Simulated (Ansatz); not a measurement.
Two structures of CH5, doublet, reached by relaxing down either side of one saddle point (PBE0-D4/def2-TZVP). Energies are electronic, without zero-point energy. Ansatz 0.2.0; basis: def2-TZVPP and def2-QZVPP; cores frozen in the correlated methods; orbitals are unrestricted. Extrapolation: Hartree–Fock as exp(−7.88 √X), correlation as X^−2.97. First:

```xyz
6
angstrom
H -1.3234 -1.2043 0.1921
H -1.8732 -1.7047 0.2718
C 0.7964 0.7248 -0.1156
H 1.5295 -0.0673 -0.0738
H 0.3863 1.0315 -1.0666
H 0.4842 1.2201 0.7921
```

Second:

```
6
angstrom
H -0.3088 -0.2797 0.0447
H -2.4652 -2.2445 0.3578
C 0.4931 0.4490 -0.0716
H 1.4539 -0.0651 -0.0700
H 0.3669 0.9805 -1.0144
H 0.4601 1.1599 0.7535
```

(1) Which bonds change from the first to the second?

(2) Give the saddle point's structure and its height above each. (Judge from chemistry; the value comes from the calculation.)

No T1 diagnostic of these runs exceeds 0.016. ⟨S²⟩ of the unrestricted Hartree–Fock references: 0.75 to 0.79 (a pure state has 0.75).

Answers

(1) CH₃ + H₂ → CH₄ + H; bonds formed: H1–C3; bonds broken: H1–H2.

(2) Computed: 50.4 kJ/mol above the first and 61.4 kJ/mol above the second (CCSD(T) at an estimated basis limit (MP2 extrapolated from triple and quadruple zeta, plus CCSD(T) − MP2 in triple zeta)).
```
6
angstrom
H -0.6855 -0.6238 0.0995
H -1.3300 -1.2102 0.1930
C 0.3785 0.3444 -0.0549
H 1.2621 -0.2841 -0.0377
H 0.1393 0.7943 -1.0123
H 0.2355 0.9795 0.8125
```

For scale, one of the runs: CCSD(T)/def2-TZVPP, 101 basis functions, launched by `ansatz run in.yaml --threads 2 --pin off --events-out ev --progress --plain --max-ram 4352MiB`. Time: 3.9 s of wall clock on 2 CPU threads of an Arm Neoverse V1; the host was shared. Peak host memory: 0.63 GiB.
